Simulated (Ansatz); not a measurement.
Mulliken charges of C2F2S (`FC1=C(F)S1`) from PBE/def2-TZVPP in Ansatz (PBE0-D4/def2-TZVP geometry).

```csv
atom,x (Å),y (Å),z (Å),charge (e)
F1,0.439,-0.144,1.849,-0.089
C2,0.184,0.082,0.603,0.168
C3,-0.190,-0.296,-0.551,0.168
F4,-0.605,-1.201,-1.374,-0.089
S5,0.223,1.485,-0.569,-0.158
```

By hand: the dipole of these point charges (1 e Å = 4.8032 D).

Σ q r = (-0.021, -0.151, 0.056) e Å, of length 0.162 e Å = 0.78 D.

How does the dipole of the full density compare? (An estimate is asked.)

Computed: (-0.028, -0.199, 0.075) e Å, 1.03 D; the point charges give 0.76 times that, at 0° from its direction.

Point charges leave out the atoms' own dipoles, such as those of lone pairs, and Mulliken's split depends on the basis, so the two needn't agree.
